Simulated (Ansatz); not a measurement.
Energy needed to pull apart SiH₂S₂ (SMILES S=[SiH]S), singlet, into free ground-state atoms, from the structure below (at a frame of a short PBE0-D4/def2-SVP trajectory); no zero-point or spin–orbit terms; open-shell atoms are treated unrestricted, in their ground-state multiplicity.

S1  (-1.876, 0.688, 0.816)
Si2  (-0.582, -0.373, -0.204)
S3  (1.599, 0.072, -0.154)
H4  (-0.713, -1.342, -1.465)
H5  (1.344, 1.056, 0.696)
(Å)

Program: Ansatz 0.2.0. Basis: def2-TZVPP. Cores are frozen in the correlated methods.

```csv
method,atomization energy (eV)
PBE-D4,15.49
r2SCAN-D4,15.34
PBE0-D4,15.09
wB97M-V,15.25
HF,?
MP2,14.80
CCSD,?
CCSD(T),14.51
```

Task: What does HF give? (To be estimated.)

Result: By the calculation: 10.12 eV, which is about 4.39 eV less than CCSD(T)/def2-TZVPP.

Task: What does CCSD give? (Judge from chemistry; the value comes from the calculation.)

Result: The calculation gives: 14.10 eV, which is about 0.41 eV less than CCSD(T)/def2-TZVPP.

In triple zeta the MP2 and coupled-cluster atomization energies are still short of their basis limit by a few kcal/mol a bond, whereas those of the functionals are nearly converged, so these differences are not deviations from converged CCSD(T).

T1 diagnostic: at most 0.017.

For scale, one of the runs: CCSD(T)/def2-TZVPP forces, 154 basis functions, launched by `ansatz run in.yaml --threads 2 --pin off --events-out ev --progress --plain --max-ram 3481MiB`. Hardware: 2 CPU threads of an AMD EPYC, shared host. Wall time 4.4 min; peak host memory 1.5 GiB.
